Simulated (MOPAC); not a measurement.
MOPAC input (PM3):

```
PM3 1SCF UHF MS=0.5 GEO-OK AUX(PRECISION=9) THREADS=1
C2HO

C     0.24243516 1   -0.19849135 1   -1.22253028 1
C    -0.03825523 1   -0.01277160 1    0.02051421 1
H    -0.23057535 1   -0.63963619 1   -2.07626433 1
O    -0.12431303 1    0.23840173 1    1.16104509 1
```

Output:

```
 *******************************************************************************
 **                                                                           **
 **                              MOPAC v23.2.5                                **
 **                                                                           **
 *******************************************************************************
 ** MOPAC's Digital Object Identifier: https://doi.org/10.5281/zenodo.6511958 **
 **                                                                           **
 ** Please cite the open-source release paper for use of this MOPAC version:  **
 ** J. E. Moussa and J. J. P. Stewart (2026)                                  **
 ** MOPAC: An open-source semiempirical molecular orbital program             **
 ** J. Open Source Softw., 11(119), 8025, https://doi.org/10.21105/joss.08025 **
 *******************************************************************************

                              PM3 CALCULATION RESULTS

 *******************************************************************************
 *  PM3        - The PM3 Hamiltonian to be used
 *  GEO-OK     - OVERRIDE INTERATOMIC DISTANCE AND OTHER SAFETY CHECKS
 *  UHF        - UNRESTRICTED HARTREE-FOCK CALCULATION
 *  MS=        - IN MECI, MAGNETIC COMPONENT OF SPIN =  0.5
 *  1SCF       - DO 1 SCF AND THEN STOP
 *  AUX        - OUTPUT AUXILIARY INFORMATION
 *******************************************************************************
PM3 1SCF UHF MS=0.5 GEO-OK AUX(PRECISION=9) THREADS=1
 C2HO

   ATOM   CHEMICAL          X               Y               Z
  NUMBER   SYMBOL      (ANGSTROMS)     (ANGSTROMS)     (ANGSTROMS)

     1       C          0.24243516  *  -0.19849135  *  -1.22253028  *
     2       C         -0.03825523  *  -0.01277160  *   0.02051421  *
     3       H         -0.23057535  *  -0.63963619  *  -2.07626433  *
     4       O         -0.12431303  *   0.23840173  *   1.16104509  *

          CARTESIAN COORDINATES

    NO.       ATOM           X           Y           Z

     1         C          0.2424     -0.1985     -1.2225
     2         C         -0.0383     -0.0128      0.0205
     3         H         -0.2306     -0.6396     -2.0763
     4         O         -0.1243      0.2384      1.1610

  H: (PM3): J. J. P. STEWART, J. COMP. CHEM. 10, 209 (1989).
  C: (PM3): J. J. P. STEWART, J. COMP. CHEM. 10, 209 (1989).
  O: (PM3): J. J. P. STEWART, J. COMP. CHEM. 10, 209 (1989).

           Empirical Formula: C2 H O  =     4 atoms

      MOLECULAR POINT GROUP   :   Cs

          UHF CALCULATION, NO. OF ALPHA ELECTRONS =    8
                           NO. OF BETA  ELECTRONS =    7

 -------------------------------------------------------------------------------
 PM3 1SCF UHF MS=0.5 GEO-OK AUX(PRECISION=9) THREADS=1
 C2HO

     1SCF WAS SPECIFIED, SO BFGS WAS NOT USED
     SCF FIELD WAS ACHIEVED

                              PM3 CALCULATION
                                                       MOPAC v23.2.5 Linux

          FINAL HEAT OF FORMATION =         40.83622 KCAL/MOL =     170.85872 KJ/MOL

          COSMO AREA              =         74.95 SQUARE ANGSTROMS
          COSMO VOLUME            =         56.68 CUBIC ANGSTROMS

          IONIZATION POTENTIAL    =          9.323425 EV
          ALPHA SOMO LUMO (EV)    =        -10.674  1.024
          BETA  SOMO LUMO (EV)    =         -9.323 -1.555
          NO. OF ALPHA ELECTRONS  =          8
          NO. OF BETA  ELECTRONS  =          7
          MOLECULAR WEIGHT        =         41.0293         POINT GROUP:  Cs

          MOLECULAR DIMENSIONS (Angstroms)

            Atom       Atom       Distance
            O     4    H     3     3.35595
            H     3    C     1     0.48702
            O     4    C     2     0.00000

          SCF CALCULATIONS        =          1

   ATOM   CHEMICAL          X               Y               Z
  NUMBER   SYMBOL      (ANGSTROMS)     (ANGSTROMS)     (ANGSTROMS)

     1       C          0.24243516  *  -0.19849135  *  -1.22253028  *
     2       C         -0.03825523  *  -0.01277160  *   0.02051421  *
     3       H         -0.23057535  *  -0.63963619  *  -2.07626433  *
     4       O         -0.12431303  *   0.23840173  *   1.16104509  *

                             CARTESIAN COORDINATES

   1    C        0.242435160    -0.198491350    -1.222530280
   2    C       -0.038255230    -0.012771600     0.020514210
   3    H       -0.230575350    -0.639636190    -2.076264330
   4    O       -0.124313030     0.238401730     1.161045090

           Empirical Formula: C2 H O  =     4 atoms

      MOLECULAR POINT GROUP   :   Cs

          ALPHA EIGENVALUES
 -38.80286 -30.23573 -19.56762 -17.31443 -16.47750 -15.72165 -10.88555 -10.67389
   1.02438   1.07028   1.82098   4.11616   6.89668

           BETA EIGENVALUES
 -38.87347 -29.15730 -19.29047 -17.12550 -15.97606 -15.33355  -9.32342  -1.55504
   0.93136   2.16513   2.43931   4.59460   6.91238

              NET ATOMIC CHARGES AND DIPOLE CONTRIBUTIONS

  ATOM NO.   TYPE          CHARGE      No. of ELECS.   s-Pop       p-Pop
    1          C          -0.233094        4.2331     1.33475     2.89834
    2          C           0.189123        3.8109     1.21272     2.59815
    3          H           0.171572        0.8284     0.82843
    4          O          -0.127600        6.1276     1.83928     4.28832
 DIPOLE           X         Y         Z       TOTAL
 POINT-CHG.    -0.420    -0.463    -1.035     1.209
 HYBRID        -0.489    -0.200     0.120     0.541
 SUM           -0.909    -0.662    -0.916     1.450

          ATOMIC ORBITAL ELECTRON POPULATIONS

     Atom    s        px        py        pz
    1  C   1.33475   1.10393   0.91708   0.87733
    2  C   1.21272   0.88131   0.82064   0.89621
    3  H   0.82843
    4  O   1.83928   1.65970   1.42141   1.20721

                    (SZ)    =    0.500000
                    (S**2)  =    0.966118

          ATOMIC ORBITAL SPIN POPULATIONS

    Atom   Total    s     px     py     pz
         Atomic
    1  C  1.2694  0.104  0.399  0.655  0.112
    2  C -0.4187 -0.047 -0.218 -0.123 -0.031
    3  H -0.0555 -0.055
    4  O  0.2047 -0.001 -0.043  0.219  0.029

 **********************
 *                    *
 * JOB ENDED NORMALLY *
 *                    *
 **********************

 == MOPAC DONE ==
```

The geometry given is a B3LYP-D3(BJ)/def2-TZVP minimum.

The determinant is spin-contaminated: <S^2> is 0.97 against 0.75 for a pure state.
